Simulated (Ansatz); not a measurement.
# CH4MgS: the cost of one run

Method: the settings change from run to run; program: Ansatz 0.2.0, Gaussian basis.

## Step 1: The molecule

An earlier PBE0-D4 in a triple-zeta def2 set relaxation fixed the geometry.

SMILES `C[S][MgH]`, 7 atoms, charge 0, spin multiplicity 1.

Atoms are counted from 1 here; the program's logs count them from 0.

Bond lengths: C1–S2 1.827 Å, C1–H4 1.090 Å, C1–H5 1.090 Å, C1–H6 1.090 Å, S2–Mg3 2.293 Å, Mg3–H7 1.696 Å. Angles: S2–C1–H4 112.0°, S2–C1–H5 112.0°, S2–C1–H6 107.0°, H4–C1–H5 109.6°, H4–C1–H6 108.1°, H5–C1–H6 108.1°, C1–S2–Mg3 103.6°, S2–Mg3–H7 179.9°.

## Step 2: LC-wPBE/def2-TZVPP

Options: high accuracy.

in.yaml

```yaml
crystal:
  periodic: [false, false, false]
  atoms:
    - {symbol: C, position_ang: [-0.843840, 0.824049, -0.114073]}
    - {symbol: S, position_ang: [-0.311369, -0.283124, 1.238437]}
    - {symbol: Mg, position_ang: [1.426638, -1.463358, 0.319100]}
    - {symbol: H, position_ang: [-1.196799, 0.266899, -0.981838]}
    - {symbol: H, position_ang: [-0.051212, 1.508142, -0.417015]}
    - {symbol: H, position_ang: [-1.674758, 1.417401, 0.267410]}
    - {symbol: H, position_ang: [2.712641, -2.338009, -0.357721]}
basis:
  gaussian: {orbitals: def2-TZVPP}
hamiltonian: {xc: {name: LC-wPBE}}
accuracy: high
output: {forces: true}
```

Run with:

```bash
> ansatz run in.yaml --threads 2 --pin off --events-out ev --progress --plain --max-ram 32768MiB --backend cpu
```

What time and memory should one allow on 2 threads of AMD EPYC 7R13, shared host?

About 8 s, with a peak of 0.68 GiB.
